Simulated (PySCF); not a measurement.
Species: C4H5 (doublet state).
Structure used (GFN2-xTB), in Å, numbered top down from 1:
```xyz
9
C4H5 angstrom
C      2.2036    0.2424    0.2512
C      0.8655    0.0953    0.1250
C     -0.3437   -0.0390    0.0125
C     -1.7702   -0.1964   -0.1213
H      2.8474   -0.6164    0.3118
H      2.6471    1.2207    0.2950
H     -2.2862    0.3343    0.6817
H     -2.1079    0.2169   -1.0744
H     -2.0420   -1.2518   -0.0794
```

As a line formula: `[CH2]C#CC` [radical].

The calculation used UKS B3LYP, pcH-1 on C H, non-relativistic, mean-field spin-orbit, GIAO in PySCF 2.14.0. Isolated species at its GFN2-xTB geometry, gas phase. The geometry wasn't refined by DFT: couplings that depend on bond lengths, twists or pyramidal angles can differ widely from those at the functional's own minimum. The SCF solution wasn't tested for stability.

Principal values of hyperfine tensors in MHz (contact and dipolar terms together), for some of the nuclei:

```json
{"atom": "H8", "isotope": "1H", "A1": "65.87", "A2": "66.84", "A3": "74.39"}
{"atom": "C2", "isotope": "13C", "A1": "-84.38", "A2": "-67.15", "A3": "-42.91"}
{"atom": "C1", "isotope": "13C", "A1": "2.71", "A2": "3.77", "A3": "182.08"}
{"atom": "H7", "isotope": "1H", "A1": "56.82", "A2": "57.62", "A3": "65.23"}
{"atom": "H5", "isotope": "1H", "A1": "-80.28", "A2": "-52.91", "A3": "-23.58"}
{"atom": "C3", "isotope": "13C", "A1": "-0.86", "A2": "10.24", "A3": "126.69"}
{"atom": "C4", "isotope": "13C", "A1": "-21.26", "A2": "-19.41", "A3": "-19.41"}
{"atom": "H9", "isotope": "1H", "A1": "4.06", "A2": "4.49", "A3": "12.04"}
```

Question: Split each tensor into its isotropic and traceless parts, and turn a_iso into mT with g = 2.0028.

Answer: a_iso = (A1 + A2 + A3)/3, Ti = Ai − a_iso; 1 mT corresponds to 28.031 MHz.

```csv
atom,a_iso (MHz),a_iso (mT),T1,T2,T3
H8,69.03,2.463,-3.17,-2.19,5.36
C2,-64.81,-2.312,-19.57,-2.33,21.90
C1,62.85,2.242,-60.14,-59.08,119.22
H7,59.89,2.136,-3.07,-2.27,5.34
H5,-52.26,-1.864,-28.02,-0.65,28.68
C3,45.36,1.618,-46.21,-35.12,81.33
C4,-20.03,-0.714,-1.23,0.61,0.62
H9,6.86,0.245,-2.80,-2.37,5.17
```

Question: What spin density at the nucleus of C4 lies behind its contact coupling (g_N = 1.40482)?

Answer: a_FC = 800.24 MHz bohr³ × g_N × ρ(0)/(2S). With a_FC = -20.03 MHz and 2S = 1, ρ(0) = -0.01782 bohr⁻³.

Question: H6 (1H, g_N = 5.58569) isn't in the table. Its spin density at the nucleus is -0.0117 bohr⁻³. What is its contact coupling?

Answer: By the same relation, a_FC = -52.3 MHz. Its full tensor has the principal values -80.31, -52.94, -23.61 MHz.

Question: Name the largest traceless tensor T of the table and describe it.

Answer: C1: -60.1, -59.1, 119.2 MHz, axial, in the ratio −1:−1:+2, the form that spin in one p orbital centred on that nucleus gives.

Question: In a single crystal, with the field along each principal axis of the tensor of H8 in turn, what first-order splitting does this nucleus give (isotropic g, quadrupole terms neglected)?

Answer: 2 lines (I = 1/2), spaced by |A_i|/(g × 13.996): 2.35, 2.38, 2.65 mT along the axes of A1, A2 and A3.
